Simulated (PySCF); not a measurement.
Molecule: `InChI=1S/C5H12O/c1-5(2,3)4-6/h6H,4H2,1-3H3`.

Molfile (atoms numbered from 1):
```
C5H12O
     RDKit          3D

 18 17  0  0  0  0  0  0  0  0999 V2000
   -0.6671   -0.9485   -1.1890 C   0  0  0  0  0  0  0  0  0  0  0  0
   -0.1588   -0.1062   -0.0196 C   0  0  0  0  0  0  0  0  0  0  0  0
    0.0668   -0.9941    1.2054 C   0  0  0  0  0  0  0  0  0  0  0  0
   -1.1717    0.9905    0.3134 C   0  0  0  0  0  0  0  0  0  0  0  0
    1.1671    0.5355   -0.4310 C   0  0  0  0  0  0  0  0  0  0  0  0
    1.6654    1.3129    0.6261 O   0  0  0  0  0  0  0  0  0  0  0  0
   -1.6292   -1.4209   -0.9361 H   0  0  0  0  0  0  0  0  0  0  0  0
   -0.8273   -0.3325   -2.0889 H   0  0  0  0  0  0  0  0  0  0  0  0
    0.0427   -1.7509   -1.4466 H   0  0  0  0  0  0  0  0  0  0  0  0
    0.4837   -0.4079    2.0365 H   0  0  0  0  0  0  0  0  0  0  0  0
    0.7722   -1.8099    0.9782 H   0  0  0  0  0  0  0  0  0  0  0  0
   -0.8795   -1.4494    1.5387 H   0  0  0  0  0  0  0  0  0  0  0  0
   -2.1277    0.5535    0.6438 H   0  0  0  0  0  0  0  0  0  0  0  0
   -0.7905    1.6389    1.1151 H   0  0  0  0  0  0  0  0  0  0  0  0
   -1.3747    1.6214   -0.5674 H   0  0  0  0  0  0  0  0  0  0  0  0
    1.8781   -0.2695   -0.7122 H   0  0  0  0  0  0  0  0  0  0  0  0
    0.9957    1.1494   -1.3396 H   0  0  0  0  0  0  0  0  0  0  0  0
    2.4985    1.7047    0.3510 H   0  0  0  0  0  0  0  0  0  0  0  0
  1  2  1  0
  2  3  1  0
  2  4  1  0
  2  5  1  0
  5  6  1  0
  1  7  1  0
  1  8  1  0
  1  9  1  0
  3 10  1  0
  3 11  1  0
  3 12  1  0
  4 13  1  0
  4 14  1  0
  4 15  1  0
  5 16  1  0
  5 17  1  0
  6 18  1  0
M  END
```

Geometry PBE0-D3(BJ)/def2-SVP throughout; GIAO in PySCF 2.14, gas phase, one conformer, non-relativistic; equivalent atoms averaged; functional PBE0.

(1) How do the absolute shieldings σ depend on the basis set? (ppm; last column core-seconds on shared hosts with different chips, so compare them loosely)

(2) Which nucleus moves most, in ppm?

(3) Taking the largest basis, IGLO-III (330 functions), as the yardstick, rank the others by their worst heavy-atom deviation.

## Answers

(1) 
```csv
basis set,functions,C5,C2,C1/C3/C4,O6,H16/H17,H7/H8/H9/H10/H11/H12/H13/H14/H15,H18,core-s
STO-3G,42,175.5,201.9,208.8,348.8,30.98,31.74,34.93,6.3
6-31G,78,128.2,166.9,171.5,300.6,29.15,31.41,33.07,13
pcSseg-0,78,114.9,161.2,163.1,313.9,29.35,31.66,33.47,5.9
6-31G*,108,123.7,163.5,167.6,306.5,28.54,30.96,32.16,17
def2-SVP,144,122.1,163.3,166.5,315.6,28.16,30.48,31.54,22
cc-pVDZ,144,124.2,161.8,169.0,314.3,27.99,30.41,31.75,13
pcSseg-1,162,109.0,151.9,156.6,305.6,27.94,30.33,31.14,20
"6-311+G(2d,p)",234,113.0,152.6,160.0,301.5,28.16,30.63,31.82,53
aug-cc-pVDZ,246,123.5,159.7,169.2,309.4,27.96,30.45,31.43,32
def2-TZVP,258,110.8,152.7,159.3,304.3,28.14,30.59,31.71,59
IGLO-III,330,107.2,148.9,156.0,300.9,28.02,30.48,31.42,49
```

(2) C5 (sp3 CH2 bonded to O): from 107.2 ppm with IGLO-III to 175.5 ppm with STO-3G. The smallest spread is 1.41 ppm, at H7/H8/H9/H10/H11/H12/H13/H14/H15. Proton shifts span only some 12 ppm, so a few tenths of a ppm matter as much there as several ppm in carbon.

(3) def2-TZVP 3.8 ppm (258 functions), pcSseg-1 4.7 ppm (162 functions), 6-311+G(2d,p) 5.8 ppm (234 functions), pcSseg-0 13.0 ppm (78 functions), def2-SVP 14.9 ppm (144 functions), aug-cc-pVDZ 16.3 ppm (246 functions), 6-31G* 16.5 ppm (108 functions), cc-pVDZ 17.0 ppm (144 functions), 6-31G 21.1 ppm (78 functions), STO-3G 68.4 ppm (42 functions).

A small basis that lands close on one nucleus may do so by chance; judge by the trend and by all nuclei.
